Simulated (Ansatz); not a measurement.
Born–Oppenheimer molecular dynamics of AlH3O (5 atoms, charge 0, multiplicity 1). It starts at the highest image of a converged band. Of that band: The profile has 2 maxima (images 1, 5) with wells between them (image 2): this band takes more than one step, which may be the mechanism or a detour left from its start path. Neighbouring images differ by up to 1.3 eV, so the band resolves the path poorly. A vibrational analysis at the climbing image gives one clearly imaginary mode, 1292i cm⁻¹: a first-order saddle point.

These are results of RKS PBE/def2-SVP (Ansatz 0.2.0), not measurements.

| Property | Result |
| --- | --- |
| ensemble | NVE (velocity Verlet) |
| time step | 0.5 fs |
| steps asked | 200 |
| starting velocities drawn for | 300 K |
| seed | 2209 |

First frame:

```xyz
5
Properties=species:S:1:pos:R:3
Al 0.212 0.116 -0.461
O 0.845 0.149 1.320
H 0.675 -0.367 2.143
H 1.713 -0.179 0.375
H -1.419 0.000 -0.560
```

What does the run give?

The run went to its last step.

- steps done: 200
- time covered: 100 fs
- mean temperature over the second half: 4089 K
- spread of the potential energy over the second half: 69.8 meV per atom
- mean potential energy of the second half above the start: -294.0 meV per atom

The conserved energy stayed within 0.78 meV per atom of its start (net change -0.28 meV per atom), so the integration is sound. The system heated up, since it started high on the potential surface and ran downhill. A run of 0.1 ps of so small a system gives no equilibrium averages. The orbitals stay closed-shell, which can raise the energy where a bond breaks towards radicals; this wasn't checked here.

What happens to the structure?

The step under study would form O2–H4 and break Al1–O2, Al1–H4. These pairs go: O2–H4 1.32 → 2.82 Å, Al1–O2 1.89 → 1.86 Å, Al1–H4 1.74 → 1.45 Å. In the last frame they stand as before the step (other bonds may differ from the relaxed reactants and products). These pairs come and go: their bonding changes 8 times, last at 94 of 100 fs, so the outcome isn't settled. It ends as one piece, AlH3O. Pairs count as bonded within 1.25 times the sum of covalent radii (0.12 Å more for H–H). This is one draw of velocities; another would differ in detail.

How do temperature and energy run in time?


| time (fs) | T (K) | potential energy less start (eV) | conserved less start (meV/atom) |
| --- | --- | --- | --- |
| 0.0 | 300 | 0.000 | 0.00 |
| 8.0 | 253 | 0.019 | 0.06 |
| 16.0 | 1958 | -0.642 | 0.23 |
| 24.0 | 5569 | -2.044 | -0.23 |
| 32.0 | 3129 | -1.097 | 0.03 |
| 40.0 | 3191 | -1.122 | -0.28 |
| 48.0 | 3156 | -1.108 | -0.04 |
| 56.0 | 2880 | -1.001 | -0.04 |
| 64.0 | 4887 | -1.780 | -0.27 |
| 72.0 | 3881 | -1.389 | 0.04 |
| 80.0 | 3750 | -1.338 | -0.12 |
| 88.0 | 4645 | -1.686 | -0.20 |
| 96.0 | 4692 | -1.704 | -0.25 |

Time of the run: 2.2 min on 1 thread of Arm Neoverse V2, on a shared host, peak memory 0.087 GiB.
